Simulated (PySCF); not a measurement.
## Working with the constants of MgF

UHF-CCSD(T) constants of MgF, ²Σ⁺ (doublet), unpaired electrons σ ↑ (Mg pcseg-2, F pcseg-2; no relativity (PySCF 2.14); masses 23.9850 and 18.9984 u):

| Item | Value |
| --- | --- |
| ωe | 704.9 cm⁻¹ |
| ωexe | 3.71 cm⁻¹ |
| Be | 0.50659 cm⁻¹ |
| αe | 0.00421 cm⁻¹ |
| De to Mg + F | 4.38 eV |

Question: What force constant and bond length do these constants imply?

Answer: Reduced mass μred = 10.601 u; k = 5.8918×10⁻⁷·μred·ωe² (u, cm⁻¹, mdyn/Å) = 3.10 mdyn/Å; Re = √(16.8576/(μred·Be)) (u, cm⁻¹, Å) = 1.772 Å.

Question: Estimate the centrifugal constant D from the Kratzer relation and find the Dunham coefficient a1.

Answer: D = 4Be³/ωe² = 1.05e-06 cm⁻¹; a1 = −1 − αeωe/(6Be²) = -2.93.

Correlated steps freeze 2 core orbitals. The state is the lowest determinant that a PBE0 search found; another state may lie lower at other levels.
